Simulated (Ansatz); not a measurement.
# An elementary step

Start structure (BSiH6Cl, closed shell), relaxed at PBE0-D4/def2-TZVP:

B1  (-0.994, -0.371, 0.195)
Si2  (0.994, -0.573, -0.042)
H3  (-1.691, -0.552, -0.762)
H4  (-1.480, -0.600, 1.267)
H5  (-0.298, 2.124, -0.567)
Cl6  (-1.171, 1.804, 0.324)
H7  (1.365, -1.945, -0.494)
H8  (1.479, 0.379, -1.098)
H9  (1.795, -0.265, 1.178)
(Å)

The step: BSiH₆Cl ([SiH3][BH2][ClH]) → BSiH₆Cl ([Cl][BH2]1[H][SiH3]1); bonds formed: B1–H5, Si2–H5; dative contacts that become bonds: B1–Cl6; bonds broken: H5–Cl6; bonds weakened to dative contacts: B1–Si2. Program: Ansatz 0.2.0. Basis: def2-TZVPP and def2-QZVPP. Cores are frozen in the correlated methods. Extrapolation: Hartree–Fock as exp(−7.88 √X), correlation as X^−2.97. Energies below are by CCSD(T) at an estimated basis limit (MP2 extrapolated from triple and quadruple zeta, plus CCSD(T) − MP2 in triple zeta).

(1) What are the electronic barrier and the energy of the step, from the start structure to the end structure? (Judge from chemistry; the value comes from the calculation.)

The T1 diagnostic stays at or below 0.013.

## Answers

(1) By the calculation: Barrier 42.3 kJ/mol; step energy -97.8 kJ/mol (downhill); reverse barrier, their difference, 140.1 kJ/mol. Barrier and step energy count from the start structure, the reverse barrier from the end structure.

The saddle point: One imaginary mode of 352i cm⁻¹.
| pair | start (Å) | saddle (Å) | end (Å) |
| --- | --- | --- | --- |
| B1–H5 | 2.70 | 1.63 | 1.33 |
| B1–Cl6 | 2.19 | 2.28 | 1.81 |
| Si2–H5 | 3.04 | 2.16 | 1.61 |
| B1–Si2 | 2.01 | 2.06 | 2.23 |
| H5–Cl6 | 1.29 | 1.37 | 2.53 |

Zero-point energy (harmonic, PBE0-D4): ZPE is 142.6 kJ/mol at the start and 136.7 kJ/mol at the saddle, so the barrier goes from 42.3 to 36.5 kJ/mol.

Labels in which every atom is bracketed show which atoms are joined, not bond orders.

For scale, one of the runs: CCSD(T)/def2-TZVPP, 199 basis functions, launched by `ansatz run in.yaml --threads 2 --pin off --events-out ev --progress --plain --max-ram 4352MiB`. Hardware: 2 CPU threads of an Arm Neoverse V2, shared host. Wall time 42 s; peak host memory 2.2 GiB.
